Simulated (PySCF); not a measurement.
# SiH⁺: the SCF solver's settings

Do solver options change the result for SiH⁺, or only the number of cycles?

Computed with PySCF 2.14.0. Level: each script names its method and basis.

### Step 1. Starting geometry

SiH⁺: 2 atoms, charge 1, spin multiplicity 1.

Bond lengths: Si1–H2 1.612 Å.

### Step 2. The base run

input.py reads:

```python
from pyscf import gto, dft
from pyscf.geomopt.geometric_solver import optimize

mol = gto.M(
    atom='Si 0 0 0; H 0 0 1.612',
    basis='x2c-svpall',
    charge=1,
    spin=0,
    verbose=4,
)
mf = dft.UKS(mol, xc='b3lyp5')
mf = mf.sfx2c1e()
mf.kernel()
g = mf.nuc_grad_method()
g.grid_response = True
mol_eq = optimize(g.as_scanner(), maxsteps=30)
print('optimised geometry (angstrom)')
print(mol_eq.tostring('raw'))
print('orbital energies (hartree):', [e[max(0, n-3):n+3].round(4) for e, n in zip(mf.mo_energy, mol.nelec)])
```

Launch:

```bash
$ OMP_NUM_THREADS=1 python input.py
```

The log of this run is left out.

Base result: at the starting geometry E(SCF) = -290.164326 Eh, 7 cycles, optimised bond 1.526 Å in 4 steps; the optimisation lowers the energy by 0.052 eV.

### Step 3. Convergence threshold 0.001 hartree

Edit 1 changes convergence threshold: default → 0.001 hartree.

input.py reads:

```python
from pyscf import gto, dft
from pyscf.geomopt.geometric_solver import optimize

mol = gto.M(
    atom='Si 0 0 0; H 0 0 1.612',
    basis='x2c-svpall',
    charge=1,
    spin=0,
    verbose=4,
)
mf = dft.UKS(mol, xc='b3lyp5')
mf = mf.sfx2c1e()
mf.conv_tol = 0.001
mf.kernel()
g = mf.nuc_grad_method()
g.grid_response = True
mol_eq = optimize(g.as_scanner(), maxsteps=30)
print('optimised geometry (angstrom)')
print(mol_eq.tostring('raw'))
print('orbital energies (hartree):', [e[max(0, n-3):n+3].round(4) for e, n in zip(mf.mo_energy, mol.nelec)])
```

Launch:

```bash
$ OMP_NUM_THREADS=1 python input.py
```

### Step 4. Smearing width 0.05 hartree

Edit 2 changes smearing width: none → 0.05 hartree; step after the SCF: optimize → none.

input.py reads:

```python
from pyscf import gto, dft, scf

mol = gto.M(
    atom='Si 0 0 0; H 0 0 1.612',
    basis='x2c-svpall',
    charge=1,
    spin=0,
    verbose=4,
)
mf = dft.UKS(mol, xc='b3lyp5')
mf = mf.sfx2c1e()
mf = scf.addons.smearing_(mf, sigma=0.05, method='fermi')
mf.kernel()
mf.dip_moment()
print('orbital energies (hartree):', [e[max(0, n-3):n+3].round(4) for e, n in zip(mf.mo_energy, mol.nelec)])
```

### Step 5. Convergence threshold 1e-05 hartree

Edit 3 changes convergence threshold: default → 1e-05 hartree.

input.py: that of step 2 with these lines changed.

```diff
@@ -12,2 +12,3 @@
 mf = mf.sfx2c1e()
+mf.conv_tol = 1e-05
 mf.kernel()
```

Before running it: what results should come out? Wanted: for each run, E(SCF); from base; gap; after the SCF.

As calculated:

```csv
run,E(SCF) (hartree),from base (eV),cycles,gap (eV),after the SCF
base,-290.164326,0,7,4.30,"bond 1.526 Å, -0.052 eV"
convergence threshold 0.001 hartree,-290.164325,0.0000,4,4.30,"bond 1.525 Å, -0.052 eV"
smearing width 0.05 hartree,-290.082594,+2.2240,12,n/a,n/a
convergence threshold 1e-05 hartree,-290.164326,0.0000,5,4.30,"bond 1.526 Å, -0.052 eV"
```

SCF columns refer to the geometry typed in the script.

Distance from each run's final energy (log10 hartree) by cycle:

```csv
run,cycle 1,cycle 2,cycle 3,cycle 5,cycle 8,cycle 12
base,-1.5,-2.2,-4.0,-8.2,done,done
convergence threshold 0.001 hartree,-1.5,-2.2,-4.0,done,done,done
smearing width 0.05 hartree,-1.4,-1.9,-3.1,-4.5,-6.5,-9.4
convergence threshold 1e-05 hartree,-1.5,-2.2,-4.0,-8.4,done,done
```

No change of the SCF energy comes from convergence threshold 0.001 hartree or convergence threshold 1e-05 hartree.
